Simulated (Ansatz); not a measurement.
# C₄H₄O: how energies converge with the basis set

How large a basis does C₄H₄O need? Two functionals and correlated methods are run in growing sets.

The runs use Ansatz 0.2.0, Gaussian basis; one geometry, several basis sets.

Plan: PBE0-D4/def2-SVP; ωB97M-V/def2-SVP; PBE0-D4/def2-QZVPP; ωB97M-V/def2-QZVPP; CCSD(T)/cc-pV(D+d)Z; CCSD(T)/cc-pV(T+d)Z; CCSD(T)/cc-pV(Q+d)Z; the functionals' def2-TZVPP values are taken from earlier runs.

## (1) The relaxed structure

An earlier PBE0-D4 in a triple-zeta def2 set relaxation fixed the geometry.

SMILES `C#COC=C`, 9 atoms, charge 0, spin multiplicity 1.

Atoms are counted from 1 here; the program's logs count them from 0.

Bond lengths: C1–C2 1.198 Å, C1–H6 1.063 Å, C2–O3 1.295 Å, O3–C4 1.383 Å, C4–C5 1.318 Å, C4–H7 1.084 Å, C5–H8 1.082 Å, C5–H9 1.080 Å. Angles: C2–C1–H6 179.7°, C1–C2–O3 177.9°, C2–O3–C4 117.3°, O3–C4–C5 120.4°, O3–C4–H7 114.1°, C5–C4–H7 125.5°, C4–C5–H8 121.6°, C4–C5–H9 119.2°, H8–C5–H9 119.1°.

## (2) PBE0-D4 in def2-SVP

Input file in.yaml:

```yaml
crystal:
  periodic: [false, false, false]
  atoms:
    - {symbol: C, position_ang: [1.514744, 2.173959, -0.090391]}
    - {symbol: C, position_ang: [0.605813, 1.410679, 0.070499]}
    - {symbol: O, position_ang: [-0.403587, 0.621696, 0.260555]}
    - {symbol: C, position_ang: [-0.232704, -0.713322, -0.056748]}
    - {symbol: C, position_ang: [-1.219318, -1.570594, 0.111775]}
    - {symbol: H, position_ang: [2.317378, 2.855887, -0.231008]}
    - {symbol: H, position_ang: [0.752462, -0.955316, -0.438191]}
    - {symbol: H, position_ang: [-2.181157, -1.259958, 0.498651]}
    - {symbol: H, position_ang: [-1.065231, -2.609331, -0.142243]}
basis:
  gaussian: {orbitals: def2-SVP}
hamiltonian: {xc: pbe0, dispersion: d4}
output: {orbitals: {seedname: orbitals}}
```

The run is started by

```bash
> ansatz run in.yaml --threads 2 --pin off --events-out ev --progress --plain --max-ram 32768MiB --backend cpu
```

After this run come: ωB97M-V in def2-SVP; PBE0-D4 in def2-QZVPP; ωB97M-V in def2-QZVPP; CCSD(T) in cc-pV(D+d)Z; CCSD(T) in cc-pV(T+d)Z; CCSD(T) in cc-pV(Q+d)Z.

Q: Predict the results of all the runs planned. Wanted: MP2 correlation recovered, cc-pV(D+d)Z; MP2 correlation recovered, cc-pV(T+d)Z; MP2 correlation recovered, cc-pV(Q+d)Z; CCSD(T) limit from def2 sets; PBE0-D4: double and triple zeta above quadruple; ωB97M-V: double and triple zeta above quadruple.

The runs gave:

| quantity | value |
| --- | --- |
| MP2 correlation recovered, cc-pV(D+d)Z | 72.8 % |
| MP2 correlation recovered, cc-pV(T+d)Z | 89.6 % |
| MP2 correlation recovered, cc-pV(Q+d)Z | 95.7 % |
| CCSD(T) limit from def2 sets (earlier runs) less the limit of this series | 9 meV |
| PBE0-D4: double and triple zeta above quadruple | 7.40, 0.34 eV |
| ωB97M-V: double and triple zeta above quadruple | 7.66, 0.31 eV |

What this shows: For PBE0-D4 the step from double to triple zeta gains 7.06 eV and the next only 0.34 eV. In cc-pV(D+d)Z MP2 holds 73 % of its limit, in cc-pV(Q+d)Z 96 %, while Hartree-Fock is within 0.129 eV in the largest set. A limit from the def2 sets, made apart, differs by 9 meV, a least measure of the doubt on such a limit. These are total energies; as a rule much of such shifts cancels in differences, which this series doesn't test. The LUMO of ωB97M-V is positive and keeps falling with the basis (2.49 to 1.95 eV): an unbound level that the basis holds in place.
